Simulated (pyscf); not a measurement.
PySCF, gas phase, ωB97X-D3(BJ)/def2-SVP geometries.

Problem. Estimate by transition-state theory the rate constant of `[OH][AsH][OH]` + `[SiH2]` [singlet] → `[OH][AsH][O][SiH]` [singlet] + `[H][H]` (singlet surface; H–O, H–Si broken, O–Si, H–H formed) at 298 K, with ωB97M-D3(BJ)/def2-TZVP energies (ideal gas, 1 atm, RRHO with modes under 100 cm⁻¹ raised to 100, one conformer, R ln 2 for chiral ones without a mode under 150 cm⁻¹; no tunnelling).

Solution. The electronic barrier is 2.7 kcal/mol and the thermal terms add +10.6, so ΔG‡ = 13.4 kcal/mol. With k_BT/h = 6.21e+12 s⁻¹ and RT = 0.592 kcal/mol, and a volume of 4.06e-20 cm³ per molecule at 1 atm, k = 4.1e-17 cm³ molecule⁻¹ s⁻¹. Wigner's tunnelling factor for 1472i cm⁻¹ would be 3.10, likely too low at so high a frequency. A shift of 1 kcal/mol in the barrier changes k by a factor 5.4. On the reactant side the descent ends in an adduct with a O–Si contact, 20.8 kcal/mol under the separated species and 21.6 kcal/mol under the saddle at ωB97X-D3(BJ)/def2-TZVP. What is counted as formed (O–Si) is already present as a longer contact in the reactant adduct; forming that adduct is a step of its own. At the saddle there is also a short H–Si contact that neither side keeps. The same reactants have a lower exit, to HO–SiH₂–AsH–OH (barrier -12.8 kcal/mol at ωB97M-D3(BJ), against +2.7 kcal/mol here). One saddle was located; it need not be the lowest between these sides. Elements up to Kr have no core potential and no relativistic terms here.
